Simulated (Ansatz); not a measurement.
Results of PBEsol (plane waves, PAW; Ansatz, a program for electronic structure) for hcp Tl.

Numerical settings: plane-wave cutoff 500 eV, 16×16×1 k mesh (along the axes of the cell as run), Fermi–Dirac smearing 0.1 eV, scalar-relativistic PAW data made under PBE.

What does this level give for the surface energy of the (10-11) face and work function of the (10-11) face?


- surface energy of the (10-11) face = 0.39 J/m²
- work function of the (10-11) face = 3.77 eV

The slab of 12 atoms is relaxed and unreconstructed.

Spin–orbit coupling is not included; it can shift volumes and moduli of such heavy elements.

Static lattice: no zero-point or thermal effects.
